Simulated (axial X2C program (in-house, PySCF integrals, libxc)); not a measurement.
# Estimating the spin–orbit splitting of the π levels of OF⁻

Calculated with an axial X2C code built on PySCF integrals. Spin-free means the one-electron spin-free X2C Hamiltonian; two-component (2c) means X2C with spin–orbit coupling and atomic mean-field two-electron Coulomb and Gaunt terms, so the difference of the two also holds small scalar two-electron terms. Basis: F dyall-av3z [7s6p3d2f], O dyall-av3z [7s6p3d2f] (cores contracted in-house); Gaussian nuclei, density fitting, unrestricted open shells. Masses: F 18.998 u, O 15.995 u.

Hartree–Fock at 1.491 Å, closed shell. Valence p splittings ε(p3/2) − ε(p1/2) of spherical Dirac–Hartree–Fock atoms with fractionally filled p shells: F 2p 0.072 eV, O 2p 0.038 eV.

```csv
"filled π level (eV), spin-free",O p share,F p share
-9.83,0.15,0.81
-4.48,0.80,0.14
```

Q: In first order a p shell splits by 3ζ/2 and a π orbital by ζ. Estimate the splitting of each π level from the shares.

A: level -9.83 eV: (2/3) × (0.15 × 0.038 + 0.81 × 0.072) = 0.04 eV; level -4.48 eV: (2/3) × (0.80 × 0.038 + 0.14 × 0.072) = 0.03 eV.

The two-component Hartree–Fock calculation gives:

```
ε(ω = 1/2) (eV)  σ share of it  ε(ω = 3/2) (eV)  splitting (eV)  estimate (eV)
         -9.846           0.00           -9.804            0.04           0.04
         -4.493           0.00           -4.461            0.03           0.03
```

The estimate leaves out the mixing of π1/2 with σ1/2 levels, which pushes the ω = 1/2 spinor up or down, the d and f parts of the orbital, small shares of the strongly split outer-core p shell of a metal, the Gaunt term (absent from the atomic values), and the change of the atomic p orbitals with charge; Löwdin shares depend on the basis.
